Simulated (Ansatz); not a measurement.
We consider hcp Mg, described by PBE-D3(BJ) (Ansatz, an electronic-structure program, plane waves, PAW).

Numerical settings: plane-wave cutoff 520 eV, 18×18×10 k mesh (along the axes of the cell as run), Fermi–Dirac smearing 0.05 eV, scalar-relativistic PAW data made under PBE.

Starting structure:

```xyz
2
Lattice="3.2100 0.0000 0.0000 -1.6050 2.7799 0.0000 0.0000 0.0000 5.2100" Properties=species:S:1:pos:R:3 pbc="T T T"
Mg     1.6050     0.9266     3.9075
Mg     0.0000     1.8533     1.3025
```

Question: Into what structure does the relaxation of cell and atoms lead at this level, with the symmetry of the start kept?

Answer: The volume drops by 6.6 %; final space group P6_3/mmc.
```xyz
2
Lattice="3.1412 0.0000 0.0000 -1.5706 2.7204 0.0000 0.0000 0.0000 5.0823" Properties=species:S:1:pos:R:3 pbc="T T T"
Mg     1.5706     0.9068     3.8117
Mg     0.0000     1.8136     1.2706
```
